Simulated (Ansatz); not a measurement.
Predict a relaxed structure of [SiH5]- (SiH₅⁻), charge -1, singlet, at PBE0-D4/def2-TZVPD (Ansatz).


Cartesian coordinates in Å:
```
Si 0.000 0.000 0.000
H -0.818 -1.147 0.804
H 0.818 1.147 -0.804
H 0.036 0.862 1.266
H -1.164 0.137 -0.988
H 1.128 -1.000 -0.279
```
Point group D3h (tolerance 0.1 Å). This is one stationary point.

The highest occupied level of the charge -1 singlet lies above zero (up to 0.11 eV). By energy differences its removal costs 2.03 eV (vertical, to the charge 0 doublet, at PBE0-D4/def2-TZVPD); a positive level beside a positive removal energy at the same level points to self-interaction error.
